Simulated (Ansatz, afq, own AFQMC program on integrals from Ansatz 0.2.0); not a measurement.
**AlH2⁺, triplet: AFQMC among the cluster methods**

| atom | x (Å) | y (Å) | z (Å) |
| --- | --- | --- | --- |
| Al | 0.0000 | -0.0077 | -0.1146 |
| H | 0.0000 | 1.1127 | 1.7145 |
| H | 0.0000 | -0.9073 | 1.3540 |

Basis cc-pVDZ. Noble-gas cores (and the filled d shells of Ga–Kr and In–Xe) are frozen. Integrals, coupled cluster, full CI and functionals: Ansatz 0.2.0; the random walks run on the same integrals in our own AFQMC program. The CISD trial takes its coefficients from CCSD amplitudes. Released means that phaseless walkers are propagated on without the constraint, phases kept. ± is one standard error of the sampling.

Determinant: UHF, the one that the program's search chose, which needn't be the lowest solution. The geometry is a point of a scan.

Full CI on the same integrals is exact in this basis and with this determinant's frozen core.

Cautions: lower spins were not checked.

```
T1 diagnostic                               : 0.0279
weight of the determinant in the CISD state : 0.943
⟨S²⟩ of the determinant                     : 2.046
size of the correlated space                : 4 electrons in 23 orbitals
```

```
  level  correlation energy (eV)
    MP2                  -0.8361
   CCSD                  -1.2727
CCSD(T)                  -1.2929
```

Estimate where AFQMC with the constraint released lies against CCSD(T) on the same integrals.

1.0 ± 0.03 kJ/mol below CCSD(T).

Reference: full CI, correlation energy -1.304 eV. The released energy is read at 2.40 1/Eh (meV from the phaseless value at times in 1/Eh: -1.1 ± 0.7 at 0.24, -1.9 ± 0.6 at 0.51, -3.0 ± 0.4 at 0.99, -4.0 ± 0.5 at 1.62, -4.9 ± 0.3 at 2.40).

| level | E − E(reference) (kJ/mol) | share of correlation (%) |
| --- | --- | --- |
| CCSD(T) | 1.1 | 99.13 |
| CCSDT | 0.0 | 99.99 |
| CCSDT(Q) | 0.0 | 100.00 |
| ph-AFQMC/CISD | 0.5 ± 0.06 | 99.57 |
| released AFQMC | 0.1 ± 0.03 | 99.95 |

CCSDT and higher add their correlation energy to the determinant of the CCSD(T) run, since their own runs factorise the integrals more tightly (a shift of under 2 meV). A walk keeps the symmetry of its determinant, which the program's search chose and which needn't be the lowest solution, so a lower state of the same spin and another symmetry isn't excluded. Released energies are given only where the last usable release times agree within the noise; a slower fall can still hide under it.
